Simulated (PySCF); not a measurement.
# An excited-state table with gaps

Compound: C4H11P2 (charge +1).
SMILES: `C=C(C)[PH2+]CP`

Theory: TDDFT B3LYP/def2-SVPD, vertical, gas phase, core orbitals frozen in the response (PySCF). The structure is a single GFN2-xTB conformer in the gas phase; no vibrational or solvent corrections. GFN2-xTB frequencies show an imaginary mode (27i cm⁻¹), so this geometry is no minimum at that level. Torsions of this conformer, `[CH2:1]=[C:2]([CH3:3])[PH2+:4][CH2:5][PH2:6]`: C1–C2–P4–C5 105°, C2–P4–C5–P6 -63°, H–P6–C5–P4 178°, H–P6–C5–P4 -88°.

Orbital energies (eV): HOMO-3 -14.34, HOMO-2 -14.28, HOMO-1 -12.43, HOMO -11.58, LUMO -5.65, LUMO+1 -4.58, LUMO+2 -4.36.

Lowest singlets, with some entries withheld (?).

| state | λ (nm) | f | main configurations (H = HOMO, L = LUMO) |
| --- | --- | --- | --- |
| S1 | ? | 0.0030 | ? |
| S2 | 202.5 | 0.017 | H→L+1 (97%) |
| S3 | 197.3 | 0.024 | H→L+2 (92%) |
| S4 | 190.4 | 0.039 | H→L+3 (69%), H-1→L (18%) |
| S5 | ? | ? | H-1→L (55%), H→L+3 (29%) |
| S6 | 180.8 | ? | H-1→L+1 (78%), H-1→L+2 (12%) |
| S7 | 179.0 | 0.015 | ? |
| S8 | 172.9 | ? | ? |

Problem. Fill in the withheld entries.

Solution. 
- S1: λ = 242.1 nm; H→L (98%)
- S5: λ = 189.1 nm; f = 0.139
- S6: f = 0.013
- S7: H→L+4 (97%)
- S8: f = 0.020; H-1→L+3 (65%), H-1→L+2 (26%)

Problem. What is the mean static polarisability from the same response equations?

Solution. 91.3 au (13.53 Å³), with principal values 78.9, 93.6 and 101.3 au.

Problem. How far apart are S4 and S8, in eV and cm⁻¹?

Solution. 7.170 − 6.511 = 0.659 eV, or about 5320 cm⁻¹.

Problem. Which level carries the most intensity, and what share of the listed sum of f?

Solution. S5, with f = 0.139 of 0.268, 52%.
